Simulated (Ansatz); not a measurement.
Geometry optimisation, Ansatz, RKS CAM-B3LYP/6-31G*.

Input file:

```yaml
crystal:
  periodic: [false, false, false]
  atoms:
    - { symbol: "N", position_ang: [-0.40063, 0.14631, -0.3911] }
    - { symbol: C, position_ang: [0.95942, -0.3702, -0.07387] }
    - { symbol: O, position_ang: [0.95722, -0.95521, 1.05123] }
    - { symbol: H, position_ang: [-0.42508, 0.98996, -0.95623] }
    - { symbol: H, position_ang: [-1.09094, 0.18914, 0.36997] }
total_charge: -1
basis:
  gaussian: { orbitals: "6-31G*" }
hamiltonian:
  xc: cam_b3lyp
relax:
  f_tol: 0.02
  max_steps: 50
```

Run as:

```bash
$ ansatz run input.yaml --threads 1 --pin off --max-ram 2048MiB --backend cpu --events-out ev --progress --plain --runs-dir out
```

**Question.** Where does it end, and by what steps?

**Answer.** The forces met the threshold. Limits of this set-up: an anion without diffuse functions. After 7 steps the energy has fallen by 0.051 eV; H5 moved furthest, 0.08 Å.

| step | energy less start (eV) | largest force component (eV/Å) | accepted |
| --- | --- | --- | --- |
| 0 | 0.0000 | 1.274 | yes |
| 1 | -0.0313 | 0.574 | yes |
| 2 | -0.0424 | 0.345 | yes |
| 3 | -0.0494 | 0.162 | yes |
| 4 | -0.0499 | 0.115 | yes |
| 5 | -0.0505 | 0.056 | yes |
| 6 | -0.0506 | 0.023 | yes |
| 7 | -0.0506 | 0.003 | yes |

```xyz
5
Properties=species:S:1:pos:R:3
N -0.432 0.100 -0.439
C 0.946 -0.340 -0.063
O 0.911 -0.931 1.033
H -0.402 0.992 -0.933
H -1.023 0.178 0.402
```

Whether the end is a true minimum wasn't checked by a vibrational analysis.

Time of the run: 29 s on 1 thread of Intel(R) Xeon(R) Processor @ 2.50GHz (Skylake/Cascade Lake), with other jobs on the host, peak memory 0.13 GiB.
